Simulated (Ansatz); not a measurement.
in.yaml

```yaml
crystal:
  periodic: [false, false, false]
  atoms:
    - {symbol: Si, position_ang: [0.000000, 0.000000, 1.016675]}
    - {symbol: P, position_ang: [0.000000, 0.000000, -1.042393]}
    - {symbol: H, position_ang: [0.000000, 1.227985, 1.851803]}
    - {symbol: H, position_ang: [0.000000, -1.227985, 1.851803]}
basis:
  gaussian: {orbitals: def2-SVP}
total_charge: 1
magnetization: {spin_polarized: false, initial_magnetization: 2}
hamiltonian: {pseudopotentials: {relativity: none}}
correlation: {active_space: {window: {electrons: 2, orbitals: 4}, states: [{multiplicity: 3, weights: [0.5, 0.5]}]}}
```

```sh
$ ansatz run in.yaml --threads 1 --pin off --events-out ev --progress --plain --max-ram 2393MiB
```

The program prints:

```
720 factors; integrals over basis functions are off by at most 1.7e-7 eV
mean field evaluation 1: about -17150.3933 eV, gradient 8.6e0 eV
mean field evaluation 2: about -17150.3941 eV, gradient 8.6e0 eV
mean field evaluation 4: about -17151.1041 eV, gradient 6.0e-1 eV
mean field evaluation 8: about -17151.1064 eV, gradient 9.7e-4 eV
mean field -17151.10644439 eV, -630.2915363940 hartree, gradient 2.4e-6 eV, S^2 2.000000; 0 other end points of the search recorded, 0 dependent functions left out
reference -17151.10644439 eV, -630.2915363940 hartree; 16, 14 occupied and 30, 32 virtual orbitals, 720 factors
state -17150.97130679 eV, -630.2865701786 hartree
state -17147.36216621 eV, -630.1539367088 hartree
Total energy: -17149.16673650 eV, -630.2202534437 hartree
```

Natural occupations, averaged over the states: 0.9978 0.5021 0.4979 0.0022.

The total printed last is the weighted mean of the 2 states, 1.805 eV above the lowest of them, and is no single state's energy. Before any correction even the lowest state lies above the reference determinant, by 0.14 eV, so the averaged orbitals or the space serve it badly.

Ran on 1 thread of Arm Neoverse V1, shared host: 2.4 s wall, 0.17 GiB peak host memory.
